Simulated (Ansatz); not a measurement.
**AlSiH₃+ (doublet): wave-function methods side by side, cc-pVTZ**

How much of the correlation energy of AlSiH₃+ (doublet) does each wave-function method recover here?

The runs use Ansatz 0.2.0, Gaussian basis; cc-pVTZ, correlated electrons: outside noble gas.

To be run: UHF; CCSD(T) on ROHF; CCSD(T) on UHF; BCCD(T) on ROHF; CCSDT(Q) on ROHF; CCSDT(Q) on UHF; CASSCF and NEVPT2, 9 electrons in 11 orbitals.

### 1 The system

The geometry is a PBE0/def2-TZVP stationary point (not a proven minimum) of the parent state, kept for this charge and spin.

5 atoms, charge 1, spin multiplicity 2.

Atoms are counted from 1 here; the program's logs count them from 0.

Bond lengths: Si1–Al2 2.589 Å, Si1–H3 1.498 Å, Si1–H4 1.498 Å, Si1–H5 1.498 Å. Angles: Al2–Si1–H3 112.9°, Al2–Si1–H4 112.9°, Al2–Si1–H5 112.9°, H3–Si1–H4 105.8°, H3–Si1–H5 105.8°, H4–Si1–H5 105.8°.

Geometry (Å):

```tsv
atom	x (Å)	y (Å)	z (Å)
Si1	-1.1719	0.0063	0.0220
Al2	1.4166	-0.0076	-0.0266
H3	-1.7486	1.3889	0.0076
H4	-1.7365	-0.6584	1.2401
H5	-1.7815	-0.7021	-1.1488
```

In the tables R marks a restricted open-shell determinant and U an unrestricted one; 'valence' is the active space of 9 electrons in 11 orbitals; correlation energies count from the lowest restricted Hartree-Fock solution.

### 2 UHF

Contents of in.yaml:

```yaml
crystal:
  periodic: [false, false, false]
  atoms:
    - {symbol: Si, position_ang: [-1.171874, 0.006317, 0.021992]}
    - {symbol: Al, position_ang: [1.416563, -0.007636, -0.026584]}
    - {symbol: H, position_ang: [-1.748562, 1.388936, 0.007564]}
    - {symbol: H, position_ang: [-1.736469, -0.658410, 1.240098]}
    - {symbol: H, position_ang: [-1.781536, -0.702136, -1.148828]}
basis:
  gaussian: {orbitals: cc-pVTZ}
total_charge: 1
magnetization: {spin_polarized: true, initial_magnetization: 1}
hamiltonian: {xc: hf}
output: {orbitals: {seedname: orbitals}}
```

On the command line:

```bash
$ ansatz run in.yaml --threads 1 --pin off --events-out ev --progress --plain --max-ram 2560MiB --backend cpu
```

After this run come: CCSD(T) on ROHF; CCSD(T) on UHF; BCCD(T) on ROHF; CCSDT(Q) on ROHF; CCSDT(Q) on UHF; CASSCF and NEVPT2, 9 electrons in 11 orbitals.

Before running them: what should the planned runs give, taken together? Wanted: correlation energy, UCCSDT(Q); RMP2 from UCCSDT(Q); UMP2 from UCCSDT(Q); RCCSD from UCCSDT(Q); RCCSD(T) from UCCSDT(Q); UCCSD(T) from UCCSDT(Q); RCCSDT(Q) from UCCSDT(Q); NEVPT2 valence from UCCSDT(Q); T1 diagnostic.

**Answer**, as computed:

| quantity | value |
| --- | --- |
| correlation energy, UCCSDT(Q) | -5.5062 eV |
| RMP2 from UCCSDT(Q) | +114.5 kJ/mol |
| UMP2 from UCCSDT(Q) | +115.2 kJ/mol |
| RCCSD from UCCSDT(Q) | +20.0 kJ/mol |
| RCCSD(T) from UCCSDT(Q) | +3.8 kJ/mol |
| UCCSD(T) from UCCSDT(Q) | +3.8 kJ/mol |
| RCCSDT(Q) from UCCSDT(Q) | +0.1 kJ/mol |
| NEVPT2 valence from UCCSDT(Q) | +97.3 kJ/mol |
| levels of the table within 1 kcal/mol (43 meV) | RCCSD(T), UCCSD(T), BCCD(T), RCCSDT, UCCSDT, RCCSDT(Q) |
| T1 diagnostic | 0.033 |
| effectively unpaired electrons | 1.05 |

What this shows: RCCSD(T) lands +3.8 kJ/mol from the yardstick (0.7 % of the correlation energy). One determinant dominates. These misses are within one basis, not against nature; the frozen cores of restricted and unrestricted runs differ, which can shift their rows.
